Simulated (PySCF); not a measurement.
Species: azulene, C₁₀H₈.
Bonds: C1–C2 (aromatic), C2–C3 (aromatic), C3–C4 (aromatic), C4–C5 (aromatic), C5–C6 (aromatic), C6–C7 (aromatic), C7–C8 (aromatic), C8–C9 (aromatic), C9–C10 (aromatic), C1–C10 (aromatic), C4–C8. Hydrogens: H11 on C1; H12 on C2; H13 on C3; H14 on C5; H15 on C6; H16 on C7; H17 on C9; H18 on C10.

NICS = −σ at a ghost point: NICS(0) at the centroid of the ring atoms, NICS(1) 1 Å to either side along the normal of their mean plane, zz for the tensor component along that normal. Level: GIAO PBE0/pcSseg-1 (PySCF, non-relativistic, gas phase) on the GFN2-xTB geometry, one conformer.

Rings: 1. C1–C2–C3–C4–C8–C9–C10; 2. C4–C5–C6–C7–C8.

```
set  NICS(0)  NICS(1), two faces  NICS(1)zz, two faces
  P    -17.8       -19.2 / -19.2         -50.7 / -50.7
  Q     -5.8         -8.6 / -8.6         -21.4 / -21.4
```

Problem. Which set (ppm) belongs to which ring?

Solution. P = 2, Q = 1.
- 1 (7-membered carbocycle; formal bonds 6 aromatic, 1 single): mean NICS(1)zz -21.4 ppm, shielded, aromatic by this magnetic criterion (flat ring, no four-coordinate atom), though in fused rings the probe also feels the neighbouring ring.
- 2 (5-membered carbocycle; formal bonds 4 aromatic, 1 single): mean NICS(1)zz -50.7 ppm, shielded. The ring is flat and has no four-coordinate atom; by the NICS criterion it is aromatic, though in fused rings the probe also feels the neighbouring ring.

Problem. How do the rings differ in shape?

Solution. 
```
ring                                 bond lengths (Å)  rms pucker (Å)  HOMA  nearest outside atom to a NICS(1) probe (Å)
   1  1.388, 1.387, 1.382, 1.487, 1.382, 1.387, 1.388            0.00  0.64                                hydrogen 2.85
   2                1.396, 1.392, 1.392, 1.396, 1.487            0.00  0.49                                hydrogen 2.47
```

HOMA = 1 − mean of α(R − Ropt)² over the ring bonds, with Krygowski's 1993 parameters (CC: Ropt 1.388 Å, α 257.7 Å⁻²).

On Arm Neoverse N1, one thread, on a shared host, this took 57 s of wall time. This is the whole shielding run at PBE0/pcSseg-1, SCF included.
